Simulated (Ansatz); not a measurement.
```yaml
crystal:
  periodic: [false, false, false]
  atoms:
    - {symbol: B, position_ang: [-0.750914, 1.176767, -0.705529]}
    - {symbol: N, position_ang: [-0.407959, 0.049977, 0.374223]}
    - {symbol: Al, position_ang: [0.809633, -0.737852, 0.808538]}
    - {symbol: H, position_ang: [-1.890150, 1.591691, -0.723505]}
    - {symbol: H, position_ang: [0.119911, 1.049555, -1.417344]}
    - {symbol: H, position_ang: [-1.030525, 0.066926, 1.274396]}
    - {symbol: H, position_ang: [2.170091, -0.912793, -0.765528]}
    - {symbol: H, position_ang: [1.090607, -2.395026, 1.873150]}
basis:
  gaussian: {orbitals: "6-31++G**"}
magnetization: {spin_polarized: true, initial_magnetization: 6}
hamiltonian: {xc: {name: r2SCAN0}, dispersion: d3bjatm}
```

```sh
$ ansatz run in.yaml --threads 2 --pin off --events-out ev --progress --plain --max-ram 4352MiB
```

Output, abridged:

```
Functional definition: r2SCAN0
943 factors; their error is unknown
mean field evaluation 1: about -8810.7364 eV, gradient 5.0e1 eV
mean field evaluation 2: about -8721.5988 eV, gradient 1.0e2 eV
mean field evaluation 4: about -8824.1833 eV, gradient 8.3e0 eV
mean field evaluation 8: about -8825.0805 eV, gradient 8.0e-1 eV
mean field evaluation 16: about -8825.1545 eV, gradient 1.3e-2 eV
mean field -8825.15455152 eV, -324.3184478638 hartree, gradient 3.4e-5 eV, S^2 12.011310; 4 other end points of the search recorded, 0 dependent functions left out
reference -8825.15458733 eV, -324.3184491797 hartree; 18, 12 occupied and 73, 79 virtual orbitals, 943 factors
Total energy: -8825.20131454 eV, -324.3201663731 hartree
```

Something in this input is off. What?

The spin is set far too high for this molecule. The calculation finished and met its thresholds. The result belongs to that input, not to the molecule as meant.
